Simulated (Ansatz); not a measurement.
Saddle point of CH6SSi, singlet (CH₆SSi ([CH3][SiH2][SH]) → CH₄Si ([CH3][SiH]) + H₂S (still joined by a long Si–S bond); bonds formed: S2–H3; bonds broken: Si1–H3; bonds weakened to dative contacts: Si1–S2), PBE0-D4/def2-TZVP structure:

```
9
angstrom
Si -0.8977 -0.4130 -0.0870
S 1.4467 -1.4897 0.0132
H 0.1706 -1.6655 -0.7553
H -1.0449 -0.5276 1.4105
C -0.2527 1.3499 -0.3267
H 1.0387 -2.4135 0.8979
H 0.4552 1.6600 0.4434
H -1.1190 2.0206 -0.2851
H 0.2031 1.4788 -1.3109
```

Energies are electronic, without zero-point energy. Barriers and step energies count from the start structure reached by relaxing down the imaginary mode; all methods use the PBE0-D4 structures, on which another method's saddle can fall below an end. Program: Ansatz 0.2.0. Basis: def2-TZVPP, with def2-QZVPP for the basis limit. Cores are frozen in the correlated methods. B3LYP uses VWN-RPA correlation. Extrapolation: Hartree–Fock as exp(−7.88 √X), correlation as X^−2.97.

```
      method  barrier (kcal/mol)  step energy (kcal/mol)
       SPW92                   ?                   52.67
      PBE-D4               58.14                   52.76
     BLYP-D4               58.75                   52.36
   r2SCAN-D4               64.34                   58.26
      B97M-V               64.39                   56.95
     PBE0-D4               64.70                   56.37
    B3LYP-D4               64.26                   55.58
  r2SCAN0-D4                   ?                   59.69
    BHLYP-D4               71.68                   59.41
CAM-B3LYP-D4               68.83                   58.00
     wB97X-V               71.29                   59.41
     wB97M-V                   ?                   56.14
      B2PLYP               67.38                   57.87
    PBE-QIDH               70.31                   59.90
  RPA on PBE               65.42                   55.02
          HF               81.67                   63.68
         MP2               70.34                   60.14
        CCSD               70.47                   58.07
     CCSD(T)               67.92                   57.25
```

Fill in the withheld barriers. (An estimate is asked for; the value comes from the calculation.)

By the calculation: r2SCAN0-D4 68.41; SPW92 56.86; wB97M-V 67.71 kcal/mol. Each is the energy of the saddle less that of the start structure, by the same method.

For comparison, the barrier by CCSD(T) at an estimated basis limit (MP2 extrapolated from triple and quadruple zeta, plus CCSD(T) − MP2 in triple zeta) is 68.65 kcal/mol.

No T1 diagnostic of these runs exceeds 0.016. The restricted Hartree–Fock reference is unstable towards an unrestricted one at one or more of these structures.

Losses and insertions of silylenes and their heavier kin drive the gas-phase chemistry of silicon and germanium vapour deposition.

Labels in which every atom is bracketed show which atoms are joined, not bond orders.

For scale, one of the runs: CCSD(T)/def2-TZVPP, 199 basis functions, launched by `ansatz run in.yaml --threads 2 --pin off --events-out ev --progress --plain --max-ram 4352MiB`. Time: 48 s of wall clock on 2 CPU threads; the host was shared. Peak host memory: 2.2 GiB.
